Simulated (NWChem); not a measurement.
# hydrogen fluoride (HF)

```xyz
2

F      0.0000     0.0000     0.0925
H      0.0000     0.0000    -0.8323
```
Charge 0, spin multiplicity 1.

Everything below was run with NWChem. Structure: optimised with B3LYP/def2-SVP, a minimum by its harmonic frequencies.

Symmetry labels belong to the abelian group C2v used in the runs, with the axes of the coordinates shown; states degenerate in a higher group split over its labels.

List the lowest 3 singlet excitations that CIS/aug-cc-pVDZ gives, with oscillator strengths.


```
state  symmetry  energy (eV)  wavelength (nm)      f
-----  --------  -----------  ---------------  -----
1            b2        11.68              106  0.032
2            b1        11.68              106  0.032
3            a1        15.32               81  0.183
```
